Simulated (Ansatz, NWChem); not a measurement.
**How basis sets differ on CClF3 (SMILES FC(F)(F)Cl)**

The species is CClF3 (5 atoms), meant as a singlet with charge 0. SMILES: `FC(F)(F)Cl`. Geometry: relaxed at PBE0-D4/def2-TZVP.

Each level gives the vertical ionisation energy (to the doublet cation) (eV). The values are calculated.

| level | kind | program | value (eV) | CPU time (all runs) |
| --- | --- | --- | --- | --- |
| B3LYP/pcseg-0 | global hybrid | NWChem | 13.36 | 14 s |
| B3LYP/pcseg-1 | global hybrid | NWChem | 13.02 | 29 s |
| B3LYP/pcseg-2 | global hybrid | NWChem | 12.96 | 3 min |
| B3LYP/6-31G* (spherical functions) | global hybrid | NWChem | 12.72 | 42 s |
| B3LYP/6-31G* (Cartesian functions) | global hybrid | NWChem | 12.73 | 51 s |
| B3LYP/def2-SVPD | global hybrid | Ansatz | 13.03 | 4.5 min |

The values span 12.72 to 13.36 eV. Without the sets that lack polarisation functions the rows with a basis span only 12.72 to 13.03 eV. Times are those of the runs behind each value, whatever else they computed, on shared processors of several kinds: orders of magnitude only.
